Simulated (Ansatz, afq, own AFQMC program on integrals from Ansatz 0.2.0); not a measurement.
Where AFQMC and coupled cluster stand for Si, triplet

A free Si atom.

Basis def2-SVP. Noble-gas cores (and the filled d shells of Ga–Kr and In–Xe) are frozen. AFQMC by an in-house program on the Cholesky factors that Ansatz 0.2.0 writes for its CCSD(T) run. ph-AFQMC/CISD is guided by a CISD state made of CCSD amplitudes; releasing the constraint for a short imaginary time cuts its bias at the price of noise, slowly where states lie close. Free AFQMC starts from the CCSD state and is never constrained. Its projection time is finite, and what remains of the start isn't in its error. Error bars are statistical, one sigma.

Determinant: UHF, the one that the program's search chose, which needn't be the lowest solution.

Full CI on the same integrals is exact in this basis and with this determinant's frozen core.

The T1 diagnostic is 0.0102. The weight of the determinant in the CISD state is 0.944, the ⟨S²⟩ of the determinant is 2.009 and the size of the correlated space is 4 electrons in 13 orbitals.

Reference: full CI, correlation energy -1.710 eV. The released energy is read at 1.50 1/Eh (meV from the phaseless value at times in 1/Eh: -0.8 ± 0.5 at 0.24, -0.8 ± 0.5 at 0.50, -1.3 ± 0.4 at 1.00, -1.4 ± 0.4 at 1.50).

```tsv
level	E − E(reference) (mEh)	share of correlation (%)
HF	62.84	0.00
MP2	19.35	69.21
CCSD	1.39	97.79
CCSD(T)	0.41	99.35
CCSDT	0.04	99.94
CCSDT(Q)	0.01	99.99
ph-AFQMC/HF	2.63 ± 0.34	95.81
ph-AFQMC/CISD	0.07 ± 0.02	99.88
released AFQMC	0.02 ± 0.01	99.96
free AFQMC	-0.01 ± 0.009	100.02
```

CCSDT and higher add their correlation energy to the determinant of the CCSD(T) run, since their own runs factorise the integrals more tightly (a shift of under 2 meV). Free projections are given only where their last times agree within the noise and don't stop above the reference; a slow remainder of the start can still hide under it. A walk keeps the symmetry of its determinant, which the program's search chose and which needn't be the lowest solution, so a lower state of the same spin and another symmetry isn't excluded. Released energies are given only where the last usable release times agree within the noise; a slower fall can still hide under it.
